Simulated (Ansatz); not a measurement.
Rutile TiO₂ was calculated with BLYP in Ansatz (plane waves, PAW).

Run with plane-wave cutoff 520 eV, 8×8×12 k mesh (along the axes of the cell as run), Fermi–Dirac smearing 0.01 eV, no spin polarisation, scalar-relativistic PAW data made under PBE.

Cell (measured lattice):

Space group P4₂/mnm (No. 136); a = b = 4.594 Å, c = 2.958 Å, α = β = γ = 90.00°

```csv
atom,site,symmetry,x,y,z
Ti,2a,m.mm,0.0000,0.0000,0.0000
O,4f,m.2m,0.3051,0.3051,0.0000
```

**Question.** What does this level give for the band gap?

**Answer.** 
* **band gap**: 1.90 eV (direct)

Note: cell and atoms aren't relaxed at this level (largest force component 0.13 eV/Å, pressure 10.9 GPa).

The computed numbers hold no vibrational or temperature effects.

Computing time: very roughly 23 core-seconds.

Ansatz is a program for electronic structure.
